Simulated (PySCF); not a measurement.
# CF4: structure of the singlet

The task is one start of a wider search on CF4: the singlet, from a see-saw start. It is relaxed, tested by its Hessian and followed downhill if it is a saddle.

The runs use PySCF 2.14.0; PBE0, basis C def2-TZVP, F def2-TZVP, no relativity, density fitting.

## 1. Starting geometry

5 atoms, charge 0, spin multiplicity 1.

Bond lengths: C1–F2 1.390 Å, C1–F3 1.390 Å, C1–F4 1.390 Å, C1–F5 1.390 Å. Angles: F2–C1–F3 170.0°, F2–C1–F4 86.9°, F2–C1–F5 86.9°, F3–C1–F4 86.9°, F3–C1–F5 86.9°, F4–C1–F5 104.0°.

```xyz
5
charge 0 multiplicity 1
C     0.0000    0.0000    0.0000
F     0.0000    1.3847    0.1211
F     0.0000   -1.3847    0.1211
F     1.0953    0.0000    0.8558
F    -1.0953    0.0000    0.8558
```

## 2. First SCF at the start

The steps below are one call of a driver around PySCF. For each, scf.py gives the equivalent set-up of the SCF; relaxations use the driver's own optimiser. After this first run the driver tries any further starts and a stability analysis.

Input file scf.py:

```python
from pyscf import gto, scf, dft
mol = gto.M(atom='''
C      0.000000     0.000000     0.000000
F      0.000000     1.384700     0.121100
F     -0.000000    -1.384700     0.121100
F      1.095300     0.000000     0.855800
F     -1.095300     0.000000     0.855800''',
    basis={'C': 'def2-TZVP', 'F': 'def2-TZVP'},
    charge=0, spin=0)
mf = dft.RKS(mol, xc='PBE0')
mf.grids.atom_grid = (50, 194)
aux = {'C': 'def2-universal-JKFIT', 'F': 'def2-universal-JKFIT'}
mf = mf.density_fit(auxbasis=aux)
mf.conv_tol = 1e-08
mf.diis_space = 10
mf.max_cycle = 60
mf.init_guess = 'minao'
mf.verbose = 4
mf.kernel()
```

Run with:

```
> OMP_NUM_THREADS=4 python axn.py task.json out
```

The runs that follow: Relaxation: see-saw start, singlet; Frequencies.

Q: Predict the outcome of this session. Wanted: minimum; geometry; wavenumbers; dipole moment; highest occupied, lowest empty level; polar-tensor charge of C1; zero-point energy; atomisation energy.

As calculated:

| quantity | value |
| --- | --- |
| minimum | singlet, Td |
| geometry | C–F 1.318 Å (×4); F–C–F 109.5° (×6) |
| wavenumbers (cm⁻¹) | 436 (e), 634 (t2), 925 (a1), 1296 (t2) |
| dipole moment | 0.00 D |
| highest occupied, lowest empty level | -12.61, 2.76 eV |
| polar-tensor charge of C1 | +2.08 e |
| zero-point energy | 45.4 kJ/mol |
| entropy at 298.15 K | 261.2 J/(mol K) |
| atomisation energy (no zero-point energy) | 2004 kJ/mol |

In words: From C2v at the start the molecule goes to a Td minimum. The strongest infrared band lies at 1296 cm⁻¹ (t2). The dipole vanishes although C1 carries +2.1 e by the polar tensor: the bond dipoles cancel. Other starts or spin states, not run here, may lie lower.
